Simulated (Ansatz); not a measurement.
Ansatz (a quantum-chemistry and plane-wave program) input (B3LYP/6-31G*):

Ansatz 0.2 input:
```yaml
crystal:
  periodic: [false, false, false]
  atoms:
    - {symbol: C, position_ang: [0.04091919, 0.80842384, -0.12046197]}
    - {symbol: N, position_ang: [-0.06375359, -0.70658637, -0.09044541]}
    - {symbol: H, position_ang: [0.23493167, -1.15885844, 0.80489410]}
    - {symbol: H, position_ang: [-1.06138750, -0.93248670, -0.12383034]}
    - {symbol: H, position_ang: [-0.11258048, 1.19155579, 0.93593355]}
    - {symbol: H, position_ang: [1.13979624, 0.99535093, -0.26110761]}
basis:
  gaussian:
    orbitals: 6-31G*
hamiltonian:
  xc: {name: B3LYP}
total_charge: -1
phonons: {temperatures: {t_min: 298.15, t_max: 298.15, t_step: 100}}
```

Output:

```
Functional definition: B3LYP
integrals: 0.01 GiB planned
460 factors; integrals over basis functions are off by at most 4.8e-4 eV
mean field: 0.09 GiB planned
mean field evaluation 1: about -2587.4568 eV, gradient 2.1e1 eV
mean field evaluation 2: about -2587.0089 eV, gradient 2.5e1 eV
mean field evaluation 4: about -2588.6826 eV, gradient 3.4e-1 eV
mean field evaluation 8: about -2588.6804 eV, gradient 7.5e-3 eV
mean field -2588.68043475 eV, -95.1322513066 hartree, gradient 3.4e-5 eV, S^2 0.000000; 0 other end points of the search recorded, 0 dependent functions left out
the calculation of the forces begins
reference -2588.68060777 eV, -95.1322576649 hartree; 9, 9 occupied and 29, 29 virtual orbitals, 460 factors
these checks for a lower state are left out or cut short: stability, starts, cluster_reference, orbital_swaps, neighbouring_geometries, increment
integrals: 0.01 GiB planned
460 factors; integrals over basis functions are off by at most 4.8e-4 eV
mean field: 0.09 GiB planned
mean field evaluation 16: about -2588.6803 eV, gradient 5.6e-5 eV
mean field -2588.68033167 eV, -95.1322475182 hartree, gradient 1.8e-6 eV, S^2 0.000000; 0 other end points of the search recorded, 0 dependent functions left out
the calculation of the forces begins
reference -2588.68050458 eV, -95.1322538728 hartree; 9, 9 occupied and 29, 29 virtual orbitals, 460 factors
these checks for a lower state are left out or cut short: stability, starts, cluster_reference, orbital_swaps, neighbouring_geometries, increment
integrals: 0.01 GiB planned
460 factors; integrals over basis functions are off by at most 4.8e-4 eV
mean field: 0.09 GiB planned
mean field -2588.68033576 eV, -95.1322476685 hartree, gradient 1.4e-6 eV, S^2 0.000000; 0 other end points of the search recorded, 0 dependent functions left out
the calculation of the forces begins
reference -2588.68050887 eV, -95.1322540305 hartree; 9, 9 occupied and 29, 29 virtual orbitals, 460 factors
these checks for a lower state are left out or cut short: stability, starts, cluster_reference, orbital_swaps, neighbouring_geometries, increment
integrals: 0.01 GiB planned
460 factors; integrals over basis functions are off by at most 4.8e-4 eV
mean field: 0.09 GiB planned
mean field -2588.68036110 eV, -95.1322485999 hartree, gradient 2.1e-6 eV, S^2 0.000000; 0 other end points of the search recorded, 0 dependent functions left out
the calculation of the forces begins
reference -2588.68053406 eV, -95.1322549560 hartree; 9, 9 occupied and 29, 29 virtual orbitals, 460 factors
these checks for a lower state are left out or cut short: stability, starts, cluster_reference, orbital_swaps, neighbouring_geometries, increment
integrals: 0.01 GiB planned
460 factors; integrals over basis functions are off by at most 4.8e-4 eV
mean field: 0.09 GiB planned
mean field evaluation 32: about -2588.6827 eV, gradient 1.3e-1 eV
mean field -2588.68035966 eV, -95.1322485469 hartree, gradient 1.1e-6 eV, S^2 0.000000; 0 other end points of the search recorded, 0 dependent functions left out
the calculation of the forces begins
reference -2588.68053274 eV, -95.1322549074 hartree; 9, 9 occupied and 29, 29 virtual orbitals, 460 factors
these checks for a lower state are left out or cut short: stability, starts, cluster_reference, orbital_swaps, neighbouring_geometries, increment
integrals: 0.01 GiB planned
460 factors; integrals over basis functions are off by at most 4.8e-4 eV
mean field: 0.09 GiB planned
mean field -2588.68035066 eV, -95.1322482160 hartree, gradient 1.5e-6 eV, S^2 0.000000; 0 other end points of the search recorded, 0 dependent functions left out
the calculation of the forces begins
reference -2588.68052363 eV, -95.1322545729 hartree; 9, 9 occupied and 29, 29 virtual orbitals, 460 factors
these checks for a lower state are left out or cut short: stability, starts, cluster_reference, orbital_swaps, neighbouring_geometries, increment
integrals: 0.01 GiB planned
460 factors; integrals over basis functions are off by at most 4.8e-4 eV
mean field: 0.09 GiB planned
mean field -2588.68034671 eV, -95.1322480711 hartree, gradient 1.7e-6 eV, S^2 0.000000; 0 other end points of the search recorded, 0 dependent functions left out
the calculation of the forces begins
reference -2588.68051977 eV, -95.1322544308 hartree; 9, 9 occupied and 29, 29 virtual orbitals, 460 factors
these checks for a lower state are left out or cut short: stability, starts, cluster_reference, orbital_swaps, neighbouring_geometries, increment
integrals: 0.01 GiB planned
460 factors; integrals over basis functions are off by at most 4.8e-4 eV
mean field: 0.09 GiB planned
mean field -2588.68028124 eV, -95.1322456650 hartree, gradient 2.1e-6 eV, S^2 0.000000; 0 other end points of the search recorded, 0 dependent functions left out
[...]
mean field: 0.09 GiB planned
mean field -2588.68042293 eV, -95.1322508720 hartree, gradient 2.1e-6 eV, S^2 0.000000; 0 other end points of the search recorded, 0 dependent functions left out
the calculation of the forces begins
reference -2588.68059592 eV, -95.1322572294 hartree; 9, 9 occupied and 29, 29 virtual orbitals, 460 factors
these checks for a lower state are left out or cut short: stability, starts, cluster_reference, orbital_swaps, neighbouring_geometries, increment
integrals: 0.01 GiB planned
460 factors; integrals over basis functions are off by at most 4.8e-4 eV
mean field: 0.09 GiB planned
mean field evaluation 160: about -2588.6804 eV, gradient 7.8e-6 eV
mean field -2588.68042135 eV, -95.1322508140 hartree, gradient 9.5e-7 eV, S^2 0.000000; 0 other end points of the search recorded, 0 dependent functions left out
the calculation of the forces begins
reference -2588.68059437 eV, -95.1322571724 hartree; 9, 9 occupied and 29, 29 virtual orbitals, 460 factors
these checks for a lower state are left out or cut short: stability, starts, cluster_reference, orbital_swaps, neighbouring_geometries, increment
integrals: 0.01 GiB planned
460 factors; integrals over basis functions are off by at most 4.8e-4 eV
mean field: 0.09 GiB planned
mean field -2588.68042164 eV, -95.1322508246 hartree, gradient 2.9e-6 eV, S^2 0.000000; 0 other end points of the search recorded, 0 dependent functions left out
the calculation of the forces begins
reference -2588.68059465 eV, -95.1322571828 hartree; 9, 9 occupied and 29, 29 virtual orbitals, 460 factors
these checks for a lower state are left out or cut short: stability, starts, cluster_reference, orbital_swaps, neighbouring_geometries, increment
integrals: 0.01 GiB planned
460 factors; integrals over basis functions are off by at most 4.8e-4 eV
mean field: 0.09 GiB planned
mean field -2588.68041460 eV, -95.1322505661 hartree, gradient 1.1e-6 eV, S^2 0.000000; 0 other end points of the search recorded, 0 dependent functions left out
the calculation of the forces begins
reference -2588.68058766 eV, -95.1322569259 hartree; 9, 9 occupied and 29, 29 virtual orbitals, 460 factors
these checks for a lower state are left out or cut short: stability, starts, cluster_reference, orbital_swaps, neighbouring_geometries, increment
integrals: 0.01 GiB planned
460 factors; integrals over basis functions are off by at most 4.8e-4 eV
mean field: 0.09 GiB planned
mean field -2588.68041072 eV, -95.1322504234 hartree, gradient 1.1e-6 eV, S^2 0.000000; 0 other end points of the search recorded, 0 dependent functions left out
the calculation of the forces begins
reference -2588.68058370 eV, -95.1322567803 hartree; 9, 9 occupied and 29, 29 virtual orbitals, 460 factors
these checks for a lower state are left out or cut short: stability, starts, cluster_reference, orbital_swaps, neighbouring_geometries, increment
integrals: 0.01 GiB planned
460 factors; integrals over basis functions are off by at most 4.8e-4 eV
mean field: 0.09 GiB planned
mean field -2588.68037076 eV, -95.1322489547 hartree, gradient 7.4e-7 eV, S^2 0.000000; 0 other end points of the search recorded, 0 dependent functions left out
the calculation of the forces begins
reference -2588.68054380 eV, -95.1322553139 hartree; 9, 9 occupied and 29, 29 virtual orbitals, 460 factors
these checks for a lower state are left out or cut short: stability, starts, cluster_reference, orbital_swaps, neighbouring_geometries, increment
integrals: 0.01 GiB planned
460 factors; integrals over basis functions are off by at most 4.8e-4 eV
mean field: 0.09 GiB planned
mean field evaluation 192: about -2588.6804 eV, gradient 1.2e-6 eV
mean field -2588.68037121 eV, -95.1322489716 hartree, gradient 1.2e-6 eV, S^2 0.000000; 0 other end points of the search recorded, 0 dependent functions left out
the calculation of the forces begins
reference -2588.68054421 eV, -95.1322553290 hartree; 9, 9 occupied and 29, 29 virtual orbitals, 460 factors
these checks for a lower state are left out or cut short: stability, starts, cluster_reference, orbital_swaps, neighbouring_geometries, increment
integrals: 0.01 GiB planned
460 factors; integrals over basis functions are off by at most 4.8e-4 eV
mean field: 0.09 GiB planned
mean field -2588.68035813 eV, -95.1322484908 hartree, gradient 1.3e-6 eV, S^2 0.000000; 0 other end points of the search recorded, 0 dependent functions left out
the calculation of the forces begins
reference -2588.68053123 eV, -95.1322548519 hartree; 9, 9 occupied and 29, 29 virtual orbitals, 460 factors
these checks for a lower state are left out or cut short: stability, starts, cluster_reference, orbital_swaps, neighbouring_geometries, increment
integrals: 0.01 GiB planned
460 factors; integrals over basis functions are off by at most 4.8e-4 eV
mean field: 0.09 GiB planned
mean field -2588.68035790 eV, -95.1322484823 hartree, gradient 9.2e-7 eV, S^2 0.000000; 0 other end points of the search recorded, 0 dependent functions left out
the calculation of the forces begins
reference -2588.68053084 eV, -95.1322548378 hartree; 9, 9 occupied and 29, 29 virtual orbitals, 460 factors
these checks for a lower state are left out or cut short: stability, starts, cluster_reference, orbital_swaps, neighbouring_geometries, increment
integrals: 0.01 GiB planned
460 factors; integrals over basis functions are off by at most 4.8e-4 eV
mean field: 0.09 GiB planned
mean field -2588.68041418 eV, -95.1322505504 hartree, gradient 5.5e-7 eV, S^2 0.000000; 0 other end points of the search recorded, 0 dependent functions left out
the calculation of the forces begins
reference -2588.68058720 eV, -95.1322569091 hartree; 9, 9 occupied and 29, 29 virtual orbitals, 460 factors
these checks for a lower state are left out or cut short: stability, starts, cluster_reference, orbital_swaps, neighbouring_geometries, increment
integrals: 0.01 GiB planned
460 factors; integrals over basis functions are off by at most 4.8e-4 eV
mean field: 0.09 GiB planned
mean field -2588.68041871 eV, -95.1322507170 hartree, gradient 9.3e-6 eV, S^2 0.000000; 0 other end points of the search recorded, 0 dependent functions left out
the calculation of the forces begins
reference -2588.68059172 eV, -95.1322570749 hartree; 9, 9 occupied and 29, 29 virtual orbitals, 460 factors
these checks for a lower state are left out or cut short: stability, starts, cluster_reference, orbital_swaps, neighbouring_geometries, increment
integrals: 0.01 GiB planned
460 factors; integrals over basis functions are off by at most 4.8e-4 eV
mean field: 0.09 GiB planned
mean field -2588.68042241 eV, -95.1322508529 hartree, gradient 8.1e-7 eV, S^2 0.000000; 0 other end points of the search recorded, 0 dependent functions left out
the calculation of the forces begins
reference -2588.68059543 eV, -95.1322572114 hartree; 9, 9 occupied and 29, 29 virtual orbitals, 460 factors
these checks for a lower state are left out or cut short: stability, starts, cluster_reference, orbital_swaps, neighbouring_geometries, increment
integrals: 0.01 GiB planned
460 factors; integrals over basis functions are off by at most 4.8e-4 eV
mean field: 0.09 GiB planned
mean field evaluation 224: about -2588.6804 eV, gradient 9.1e-6 eV
mean field -2588.68042293 eV, -95.1322508721 hartree, gradient 2.0e-6 eV, S^2 0.000000; 0 other end points of the search recorded, 0 dependent functions left out
the calculation of the forces begins
reference -2588.68059594 eV, -95.1322572302 hartree; 9, 9 occupied and 29, 29 virtual orbitals, 460 factors
Total energy: -2588.68060777 eV, -95.1322576649 hartree
Atom 0 at     0.040919     0.808424    -0.120462 Å, force    -0.000638     0.000153     0.000928 eV/Å
Atom 1 at    -0.063754    -0.706586    -0.090445 Å, force     0.000694    -0.000001    -0.000637 eV/Å
Atom 2 at     0.234932    -1.158858     0.804894 Å, force     0.000038    -0.000180     0.000052 eV/Å
Atom 3 at    -1.061387    -0.932487    -0.123830 Å, force     0.000083     0.000153    -0.000014 eV/Å
Atom 4 at    -0.112580     1.191556     0.935934 Å, force    -0.000064     0.000779    -0.000219 eV/Å
Atom 5 at     1.139796     0.995351    -0.261108 Å, force    -0.000114    -0.000903    -0.000110 eV/Å
Dipole moment:    -0.063756    -0.586599     0.418267 e Å
Vibrations: 427.33 736.79 960.97 996.71 1219.28 1259.48 1510.46 1653.00 2606.42 2745.79 2982.26 3377.55 cm⁻¹, zero-point energy 1.269353 eV
```

The blocks after the first are displaced geometries, from whose forces the wavenumbers follow.

The dipole moment of an ion depends on the origin.
